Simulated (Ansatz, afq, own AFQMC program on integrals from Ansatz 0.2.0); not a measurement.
AFQMC on a folder of integrals that Ansatz 0.2.0 wrote.

```yaml
crystal:
  periodic: [false, false, false]
  atoms:
    - {symbol: Si, position_ang: [0.000001, 0.000000, -0.080385]}
    - {symbol: H, position_ang: [1.305166, -0.000195, 0.746632]}
    - {symbol: H, position_ang: [-0.652425, 1.130403, 0.746625]}
    - {symbol: H, position_ang: [-0.652756, -1.130219, 0.746613]}
basis:
  gaussian: {orbitals: aug-cc-pVDZ}
total_charge: -1
magnetization: {spin_polarized: false}
correlation: {method: ccsd_t, electrons: outside_noble_gas, hamiltonian_folder: ham}
```

```sh
$ ansatz run in.yaml --threads 1 --pin off --events-out ev --progress --plain --max-ram 1843MiB
```

Options of the walk:

```
--method phaseless --trial cisd --walkers 60 --populations 1 --least-time 40 --time-step 0.005 --steps-per-block 50 --equilibration-blocks 28 --max-blocks 300 --target-error 0.00034 --factor-cut 1e-05 --seed 5156 --release-times 0.24,0.5,1,1.5 --release-step 0.02 --release-every 4 --taylor-order 6
```

Times are imaginary, in 1/Eh. The walk had a cap of 952 s.

Log:

```
orbitals 49  electrons 4 4  factors 391 of 529
reference energy -290.63320961 Eh
CCSD correlation -0.16191330 Eh in 11 cycles, weight of the determinant in the CISD state 0.8927
energy of the start -290.795123 Eh
 block  time / (1/Eh)  mean weight  energy / Eh
     1     0.250  0.9999  -290.793431
     2     0.500  1.0016  -290.794378
     3     0.750  0.9996  -290.795193
     4     1.000  1.0004  -290.797023
     5     1.250  0.9979  -290.797751
     8     2.000  0.9998  -290.801081
    11     2.750  1.0018  -290.801027
    26     6.500  0.9993  -290.803857
    41    10.250  1.0011  -290.797783
    56    14.000  1.0003  -290.801948
    71    17.750  1.0005  -290.804149
    86    21.500  0.9988  -290.807170
   101    25.250  0.9994  -290.801218
   116    29.000  0.9998  -290.799174
   131    32.750  1.0007  -290.804289
   136    34.000  1.0001  -290.797087
   146    36.500  1.0014  -290.798829
   151    37.750  1.0000  -290.807545
   161    40.250  0.9993  -290.806836
   176    44.000  1.0001  -290.802000
   191    47.750  1.0007  -290.803403
   206    51.500  0.9990  -290.803829
blocks merged  error / Eh  count
     1  0.000203  180
     2  0.000263  90
     4  0.000329  45
     8  0.000306  22
    16  0.000336  11
released: time / (1/Eh)  energy / Eh  error  mean overlap
  0.24  -290.801215  0.000336  0.9981
  0.50  -290.801019  0.000350  1.0187
  1.00  -290.801055  0.000293  1.0088
  1.50  -290.800945  0.000283  1.0150
energy -290.801500 +/- 0.000329 Eh
(rows thinned)
```

The run passed its tests (sampling time, drift between the halves within three errors, error under three times the target), which doesn't prove that it has relaxed.

Against this walk (error 9.0 meV) on the same determinant: CCSD(T) 44.0 meV higher, CCSDT(Q) 13.5 meV higher (within the noise). The error is statistical and leaves out the bias of the constraint. Released to 1.50 1/Eh the energy moves by 15 ± 12 meV (both errors), within twice the noise.

Cautions: constraint bias not in the error.

The walk took 4.4 min on 1 thread of Intel Xeon Platinum 8259CL @ 2.50GHz, with other jobs on the host. The log's last line is the phaseless energy.

CCSDT and higher add their correlation energy to the determinant of the CCSD(T) run, since their own runs factorise the integrals more tightly (a shift of under 2 meV). A walk keeps the symmetry of its determinant, which the program's search chose and which needn't be the lowest solution, so a lower state of the same spin and another symmetry isn't excluded.
